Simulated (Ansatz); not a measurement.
Bend profile

LiAlNH3, closed shell, at its PBE0-D4/def2-TZVP minimum:

Li1  (-0.647, -0.859, 1.468)
N2  (-0.221, -1.002, -0.260)
Al3  (0.262, 0.665, -0.254)
H4  (-0.192, -1.631, -1.047)
H5  (0.847, 1.773, -1.225)
H6  (-0.049, 1.055, 1.319)
(Å)

The angle H4–N2–Al3 (126.5° at the minimum) is set to the values below, H4, with anything bonded beyond it, turning rigidly in the plane of the angle. Each method's energies count from its own value at the PBE0-D4 minimum structure. Program: Ansatz 0.2.0. Basis: def2-TZVPP. Cores are frozen in the correlated methods. The outer core shell of Li, Na, Mg and K is correlated. B3LYP uses VWN-RPA correlation.

| angle (°) | CCSD(T) (kJ/mol) | r2SCAN-D4 (kJ/mol) | HF (kJ/mol) | PBE0-D4 (kJ/mol) |
| --- | --- | --- | --- | --- |
| 96.5 | 26.7 | 26.4 | 32.1 | 27.4 |
| 104.0 | 14.4 | 14.3 | 18.0 | 15.0 |
| 111.5 | 6.1 | 6.1 | 8.2 | 6.5 |
| 119.0 | 1.4 | 1.4 | 2.3 | 1.6 |
| 126.5 | 0.0 | 0.0 | 0.0 | 0.0 |
| 134.0 | 1.7 | 1.7 | 1.1 | 1.5 |
| 141.5 | 6.1 | 6.0 | 5.3 | 5.7 |
| 149.0 | 12.9 | 12.8 | 12.2 | 12.4 |
| 156.5 | 21.6 | 21.5 | 21.2 | 21.0 |

Minimum and curvature along this coordinate at CCSD(T): A fifth-order fit through the nearest points gives 126.0°, with a curvature of about 0.57 meV/deg².

Largest difference from the CCSD(T) curve over the scan: PBE-D4 0.6; B3LYP-D4 2.2; wB97M-V 1.1; MP2 0.3 kJ/mol. Each curve counts from its own value at the minimum.

No T1 diagnostic of these runs exceeds 0.016.

For scale, one of the runs: CCSD(T)/def2-TZVPP, 134 basis functions (an equivalent command: `ansatz run in.yaml --threads 2`). The run took 5.5 s on 2 CPU threads (shared host), with 0.81 GiB of host memory at its peak.
